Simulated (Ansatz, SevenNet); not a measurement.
# Black phosphorus, elastic constant C44

Reference value: 7 GPa (measured, temperature not stated, no zero-point or thermal correction, axes: 1 zigzag (a = 3.32 Å), 2 across the layers (b), 3 armchair (c); as tabulated in Pogna et al. (2022), arXiv:2206.03736).

Q: What do SevenNet-0, r²SCAN, HSE06 give, and how far is each from the reference?

A: 
```json
[
 {"level (code)": "SevenNet-0", "value (GPa)": "3.11", "cell (Å³/atom)": "20.99", "difference (%)": "-56"},
 {"level (code)": "r²SCAN (Ansatz)", "value (GPa)": "0.86", "cell (Å³/atom)": "20.70", "difference (%)": "-88"},
 {"level (code)": "HSE06 (Ansatz)", "value (GPa)": "0.36", "cell (Å³/atom)": "20.84", "difference (%)": "-95"}
]
```

All these levels miss by at least 56 %, so none is called best.

The measured value isn't corrected to a static lattice, so vibrations enter the comparison. A static lattice is as a rule stiffer than a warm one, by over a tenth in soft solids.  r²SCAN, HSE06: the cell comes from a level without a dispersion term, which matters for the spacing of layers, chains or molecules. Each level is taken at its own relaxed cell. Cutoffs and k meshes differ between the levels. Ansatz's density-functional and Hartree–Fock values are scalar-relativistic unless marked +SOC, with PAW data made under PBE.

Machine-learned potentials (SevenNet-0) are trained on DFT data: a solid inside that data is no test of them.

Differences are worked out from the printed values.

Ansatz is a quantum-chemistry and plane-wave program.
